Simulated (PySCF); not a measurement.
## How the method moves the HOMO and LUMO of `Fc1ccccc1`

Compound: C6H5F.
Cartesian coordinates in Å at the PBE0-D3(BJ)/def2-SVP level; atoms count from 1:
```
atom  x, y, z in Å
F1    -2.2346   -1.2777   -0.1212
C2    -1.1170   -0.5513   -0.1294
C3     0.1125   -1.2000   -0.1540
C4     1.2767   -0.4334   -0.1623
C5     1.2071    0.9597   -0.1461
C6    -0.0379    1.5883   -0.1217
C7    -1.2113    0.8357   -0.1131
H8     0.1403   -2.2910   -0.1663
H9     2.2479   -0.9331   -0.1815
H10    2.1225    1.5551   -0.1525
H11   -0.1003    2.6789   -0.1090
H12   -2.1969    1.3042   -0.0941
```

Basis pcSseg-1 throughout (PySCF), one geometry. Geometry: PBE0-D3(BJ)/def2-SVP; no solvent, vibrations or thermal averaging.

How do the orbital energies, the gap and the dipole change with the method?

```tsv
method	kind	HOMO (eV)	LUMO (eV)	gap (eV)	μ (D)	SCF cycles
BLYP	GGA	-5.98	-1.25	4.72	1.26	14
B97-D	GGA	-6.10	-1.32	4.78	1.30	15
KT3	GGA	-6.16	-1.34	4.82	1.26	15
B97-2	global hybrid	-7.00	-0.58	6.42	1.43	14
PBE0	global hybrid	-7.25	-0.54	6.71	1.43	14
mPW1PW91	global hybrid	-7.27	-0.56	6.71	1.45	14
BHandHLYP	global hybrid	-8.11	0.50	8.61	1.61	12
```

The HOMO spans 2.13 eV, from BLYP down to BHandHLYP, and the gap runs from 4.72 eV (BLYP) to 8.61 eV (BHandHLYP). Over the methods BLYP (0 %), B97-D (0 %), KT3 (0 %), B97-2 (21 %), PBE0 (25 %), mPW1PW91 (25 %), BHandHLYP (50 %), a straight line through the gap against the share of exact exchange rises by 0.77 eV for each 10 % (correlation coefficient 1.000). The dipole ranges from 1.26 D (BLYP) to 1.61 D (BHandHLYP). This basis has no diffuse functions.

Reference dipole: 1.60 D (measured, gas; NIST CCCBDB Release 22 (SRD 101), experimental dipoles); nearest here: BHandHLYP (1.61 D). 

The vertical ΔSCF ionisation energy at CAM-B3LYP/def2-SVPD is 9.31 eV; −ε(HOMO) comes closest to it with BHandHLYP (8.11 eV).
